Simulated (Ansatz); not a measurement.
# Relaxing CaZr₃

Computed with DFT PBE, scalar-relativistic, plane waves, PAW (Ansatz 0.2.0). Cutoff 420 eV, Γ-centred k mesh, Gaussian smearing, no spin polarisation in the final step.

CaZr₃ was placed on the Cu3Au (L1_2) structure type (Pm-3m, No. 221), with Ca in place of Au, Zr in place of Cu, at a guessed volume.

```
Ca Zr
1.0
     4.22103    0.00000    0.00000
     0.00000    4.22103    0.00000
     0.00000    0.00000    4.22103
Ca Zr
1 3
Direct
  0.00000 0.00000 0.00000
  0.00000 0.50000 0.50000
  0.50000 0.00000 0.50000
  0.50000 0.50000 0.00000
```

Cell and atoms relax at zero pressure; the relaxation can't lower the symmetry of the start. After a coarse first stage the cell is made exact in the group found at 0.06 Å.

The zero of energy is the elements' standard structures at the same level; no fitted shifts are applied.

(1) Describe the relaxed structure.

(2) What are its volume, energy, density and gap?

Results:

(1) It keeps Pm-3m (No. 221). The result has the Cu3Au (L1_2) structure. Conventional cell: a = 4.653 Å. Ca has 12 Zr at 3.29 Å; Zr has 4 Ca at 3.29 Å and 8 Zr at 3.29 Å.

```
Ca Zr
1.0
     4.65257    0.00000    0.00000
     0.00000    4.65257    0.00000
     0.00000    0.00000    4.65257
Ca Zr
1 3
Direct
  0.00000 0.00000 0.00000
  0.00000 0.50000 0.50000
  0.50000 0.00000 0.50000
  0.50000 0.50000 0.00000
```

(2) The volume per atom is 25.18 Å³ and the density is 5.17 g/cm³. The energy over the elements is 0.32 eV/atom and the gap on the 10×10×10 mesh is 0 eV (a metal).

The final run used a 10×10×10 mesh on its 4-atom cell and 0.10 eV smearing. The k mesh leaves about 4 meV/atom of noise in metals. A structure relaxed within its symmetry needn't be a true minimum. The steps took roughly 27 core-seconds in all.

Cost: 3 runs of about 0.45 core-minutes in all, on Intel Xeon 6975P-C (Granite Rapids) (shared hosts).